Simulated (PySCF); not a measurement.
Computed with PySCF and rigid-rotor harmonic-oscillator thermochemistry at 1 bar. 'Table' is the NASA 1993 thermochemical table (part measured, part estimated). 6-31G* has spherical d functions here. All species are closed-shell singlets. The harmonic model lacks anharmonicity and excited electronic states, which grow with temperature; levels with a mode under 35 cm⁻¹ are left out.

Harmonic frequencies at HF/6-31G* (cm⁻¹): 473, 473, 682, 682, 682, 1003, 1472, 1472, 1472. Point group Td; S°(298 K) = 258.9 J/mol/K at this level.

Problem. Work out Cp and S° of gaseous CF4 at 500, 800, 1200, 1600, 2000 K from these, and set them beside the table.

Solution. 
| T (K) | Cp HF/6-31G* | Cp table | S° HF/6-31G* | S° table |
|---|---|---|---|---|
| 500 | 76.8 | 80.7 | 293.6 | 298.1 |
| 800 | 91.7 | 94.5 | 333.4 | 339.5 |
| 1200 | 99.8 | 101.0 | 372.4 | 379.3 |
| 1600 | 103.2 | 104.0 | 401.6 | 408.8 |
| 2000 | 104.9 | 105.8 | 424.8 | 432.2 |
Units J/mol/K.
